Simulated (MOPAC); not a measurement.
MOPAC input (PM3):

```
PM3 1SCF CHARGE=1 GEO-OK AUX(PRECISION=9) THREADS=1
CH3O2

O    -1.05297413 1   -0.43952894 1   -0.11430900 1
C    -0.11857439 1    0.41430461 1   -0.04480592 1
O     1.11882114 1    0.20945632 1    0.13919073 1
H    -0.82585003 1   -1.38653763 1   -0.01792145 1
H    -0.41632733 1    1.45466772 1   -0.15731837 1
H     1.42684761 1   -0.71337678 1    0.24502150 1
```

From the last part of the output:

```
                                                       MOPAC v23.2.5 Linux

          FINAL HEAT OF FORMATION =        102.04884 KCAL/MOL =     426.97236 KJ/MOL

          COSMO AREA              =         73.91 SQUARE ANGSTROMS
          COSMO VOLUME            =         55.02 CUBIC ANGSTROMS

          IONIZATION POTENTIAL    =         20.344490 EV
          HOMO LUMO ENERGIES (EV) =        -20.344 -6.913
          NO. OF FILLED LEVELS    =          9
          MOLECULAR WEIGHT        =         47.0335         POINT GROUP:  C2v

          MOLECULAR DIMENSIONS (Angstroms)

            Atom       Atom       Distance
            H     6    H     5     2.87395
            H     4    O     3     2.51980
            O     1    O     3     0.00000

          SCF CALCULATIONS        =          1

   ATOM   CHEMICAL          X               Y               Z
  NUMBER   SYMBOL      (ANGSTROMS)     (ANGSTROMS)     (ANGSTROMS)

     1       O         -1.05297413  *  -0.43952894  *  -0.11430900  *
     2       C         -0.11857439  *   0.41430461  *  -0.04480592  *
     3       O          1.11882114  *   0.20945632  *   0.13919073  *
     4       H         -0.82585003  *  -1.38653763  *  -0.01792145  *
     5       H         -0.41632733  *   1.45466772  *  -0.15731837  *
     6       H          1.42684761  *  -0.71337678  *   0.24502150  *

                             CARTESIAN COORDINATES

   1    O       -1.052974130    -0.439528940    -0.114309000
   2    C       -0.118574390     0.414304610    -0.044805920
   3    O        1.118821140     0.209456320     0.139190730
   4    H       -0.825850030    -1.386537630    -0.017921450
   5    H       -0.416327330     1.454667720    -0.157318370
   6    H        1.426847610    -0.713376780     0.245021500

           Empirical Formula: C H3 O2  =     6 atoms

      MOLECULAR POINT GROUP   :   C2v

                  EIGENVALUES
 -48.86069 -45.00381 -31.89168 -28.12193 -25.87430 -23.81266 -22.03447 -21.34830
 -20.34449  -6.91285  -5.20636  -4.46453  -3.24328  -2.63727  -0.80490

              NET ATOMIC CHARGES AND DIPOLE CONTRIBUTIONS

  ATOM NO.   TYPE          CHARGE      No. of ELECS.   s-Pop       p-Pop
    1          O          -0.135517        6.1355     1.76308     4.37244
    2          C           0.494210        3.5058     1.20062     2.30517
    3          O          -0.135517        6.1355     1.76308     4.37244
    4          H           0.283424        0.7166     0.71658
    5          H           0.209975        0.7900     0.79003
    6          H           0.283424        0.7166     0.71658
 DIPOLE           X         Y         Z       TOTAL
 POINT-CHG.     0.093    -0.324     0.035     0.339
 HYBRID         0.321    -1.120     0.121     1.172
 SUM            0.413    -1.445     0.156     1.511

          ATOMIC ORBITAL ELECTRON POPULATIONS

     Atom    s        px        py        pz
    1  O   1.76308   1.42350   1.24530   1.70364
    2  C   1.20062   0.77576   0.94011   0.58930
    3  O   1.76308   1.24926   1.42722   1.69595
    4  H   0.71658
    5  H   0.79003
    6  H   0.71658

 **********************
 *                    *
 * JOB ENDED NORMALLY *
 *                    *
 **********************

 == MOPAC DONE ==
```

The dipole moment of an ion depends on the origin.
